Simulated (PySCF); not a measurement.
CH₂, SMILES [CH2] (connectivity only; charge and spin as stated), neutral, multiplicity 1.

Geometry optimised at B3LYP-D3(BJ)/def2-TZVPD. The isomer is the one that the SMILES or the coordinates give; other isomers of the formula were not compared.

The numbers are results of TDA-PBE0/def2-TZVPD run with PySCF, not measurements.

Vertical excitations. The molecule is in vacuum. State labels are in the subgroup C2v.

```tsv
state	symmetry	energy (eV)	λ (nm)	f	main pairs
S1	B1	1.67	744	0.007	HOMO→LUMO 99 %
S2	A2	5.47	227	0.000	HOMO−1→LUMO 100 %
S3	A1	6.47	192	0.120	HOMO→LUMO+1 100 %
S4	B2	8.52	146	0.063	HOMO→LUMO+2 98 %
S5	A1	9.60	129	0.009	HOMO→LUMO+3 68 %, HOMO→LUMO+4 29 %
S6	A1	10.01	124	0.019	HOMO→LUMO+4 69 %, HOMO→LUMO+3 26 %
S7	B2	10.16	122	0.129	HOMO→LUMO+5 94 %
S8	B1	10.27	121	0.007	HOMO→LUMO+6 96 %
S9	B2	10.68	116	0.220	HOMO−1→LUMO+1 98 %
S10	A2	10.70	116	0.000	HOMO→LUMO+7 100 %
T1	A2	4.32	287	0	HOMO−1→LUMO 99 %
T2	A1	6.14	202	0	HOMO→LUMO+1 98 %
T3	B2	7.73	160	0	HOMO→LUMO+2 92 %
T4	A1	8.56	145	0	HOMO→LUMO+3 97 %
```
Triplets are in the Tamm–Dancoff approximation.
